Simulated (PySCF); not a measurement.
All of these have the formula C8H10O. Level of theory: TDDFT CAM-B3LYP/def2-SVPD, vertical, gas phase, core orbitals frozen in the response in PySCF 2.14.0, density-fitted response routines. Geometries: PBE0-D3(BJ)/def2-SVP; one conformer of each isolated species. Triplets are in the Tamm–Dancoff approximation.

Question: Rank by computed HOMO energy, lowest first.
A. `CCc1cccc(O)c1`
B. `C[C@@H](O)c1ccccc1`
C. `COC1=CC=C(C)C=C1`
D. `C#C[C@@H](CC)C(=O)C=C`

Answer: D (-8.76 eV), B (-8.35 eV), A (-7.67 eV), C (-7.39 eV).

| SMILES | HOMO (eV) | first f ≥ 0.01 (nm) | α (au) | S1 (eV) | T1 (eV) | S1 mainly |
| --- | --- | --- | --- | --- | --- | --- |
| C#C[C@@H](CC)C(=O)C=C | -8.76 | 211 | 97.2 | 3.87 | – | H→L (81%) |
| C[C@@H](O)c1ccccc1 | -8.35 | 205 | 96.6 | 5.41 | 4.06 | H→L+1 (38%) |
| CCc1cccc(O)c1 | -7.67 | 241 | 98.2 | 5.15 | 4.00 | H→L (75%) |
| COc1ccc(C)cc1 | -7.39 | 247 | 99.5 | 5.03 | – | H→L (82%) |

H and L stand for HOMO and LUMO; a dash means that no computed state gives the value.
